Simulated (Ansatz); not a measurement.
A made-up structure of BSi$_{2}$H$_{3}$, closed shell:

```csv
atom,x (Å),y (Å),z (Å)
B1,-0.8510,0.2174,-0.9301
Si2,0.3860,0.4214,0.5414
Si3,1.8054,0.0856,2.0899
H4,-1.0351,-0.8711,-1.3819
H5,2.6204,0.7163,3.0668
H6,1.1065,-1.0288,1.0469
```

It is relaxed with PBE-D4/def2-SVP and then PBE0-D4/def2-TZVP (Ansatz 0.2.0). Atoms count as bonded within 1.22 times the sum of their covalent radii (H–H: 0.88 Å). The end point is not checked to be a true minimum.

Task: Does its bonding change? (A judgement: the text doesn't fix the answer.)

Result: By the calculation: Yes. Formed: B1–Si3, B1–H6, Si2–H5; broken: Si2–H6, Si3–H6.

Where it ends: The first stage lowers the energy by 1.73 eV in 21 steps. It ends as BSi₂H₃ ([H]1[Si]2[BH2][Si]12):
```tsv
atom	x (Å)	y (Å)	z (Å)
B1	0.2941	-0.3396	0.1466
Si2	1.6909	0.8920	0.7389
Si3	0.3962	-0.5583	2.0888
H4	-0.5766	-1.1380	-0.0353
H5	1.5685	0.5087	2.3827
H6	0.6592	0.1760	-0.8887
```

Labels in which every atom is bracketed show which atoms are joined, not bond orders.

For scale, one of the runs: PBE0-D4/def2-TZVP relaxation, 123 basis functions, launched by `ansatz run in.yaml --threads 2 --pin off --events-out ev --progress --plain --max-ram 4352MiB`. The run took about 93 s on 2 CPU threads of an Arm Neoverse N1 (shared host).
